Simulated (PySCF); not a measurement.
Isoyanoacetylene, C₃HN.
Bonds: C1–N2 (triple), N2–C3, C3–C4 (triple). Hydrogens: H5 on C4.

Level of theory: core-valence-separated Tamm–Dancoff BHandHLYP/aug-pcX-1 (pcseg-1 on H) in PySCF, non-relativistic, gas phase, PBE0-D3(BJ)/def2-SVP geometry. BHandHLYP without relativity tends to put these K edges a few eV too low, so spacings mean more than positions.

**Question.** What does the C 1s absorption edge look like?

**Answer.** 
```
E (eV)       f  core hole on                 main final orbital     polarisation
282.90  0.1625            C1    LUMO/LUMO+1 (2 roots, f summed)  across the axis
283.42  0.1115            C4    LUMO/LUMO+1 (2 roots, f summed)  across the axis
284.67  0.0931            C3    LUMO/LUMO+1 (2 roots, f summed)  across the axis
286.57  0.0099            C4                      LUMO+2 (74 %)   along the axis
287.46  0.0059            C4                      LUMO+3 (49 %)   along the axis
288.17  0.0023            C3                      LUMO+2 (50 %)   along the axis
288.27  0.0191            C4  LUMO+7/LUMO+8 (2 roots, f summed)  across the axis
288.69  0.0017            C1                      LUMO+3 (75 %)   along the axis
288.90  0.0284       C3 + C4         spread (2 roots, f summed)  across the axis
```

The first line with a tenth or more of the strongest one's intensity is at 282.90 eV (f = 0.162, sum of 2), with the hole on C1 (isocyanide carbon), polarised across the axis: a 1s→π* resonance. It is also the strongest listed.

**Question.** What does the N 1s absorption edge look like?

**Answer.** 
| E (eV) | f | core hole on | main final orbital | polarisation |
| --- | --- | --- | --- | --- |
| 399.02 | 0.0670 | N2 | LUMO/LUMO+1 (2 roots, f summed) | across the axis |
| 403.00 | 0.0042 | N2 | LUMO+3 (49 %) | along the axis |
| 403.21 | 0.0449 | N2 | LUMO+5/LUMO+6 (2 roots, f summed) | across the axis |
| 403.97 | 0.0053 | N2 | LUMO+3 (41 %) | along the axis |

The first line with a tenth or more of the strongest one's intensity is at 399.02 eV (f = 0.067, sum of 2), with the hole on N2 (isocyanide nitrogen), polarised across the axis: a 1s→π* resonance. It is also the strongest listed.

Roots within 0.03 eV whose holes lie on the same, on equivalent or on shared atoms are summed into one line, and the highest roots are left out, as the search may have cut off their partners. Final orbitals are the ground state's empty Kohn–Sham orbitals.

**Question.** What are the wavelength and the wavenumber of the 288.27 eV line?

**Answer.** λ = 12398.42 eV Å/288.27 eV = 43.010 Å; 2.3251 × 10⁶ cm⁻¹.

The list ends where the root search ended, not at a threshold.
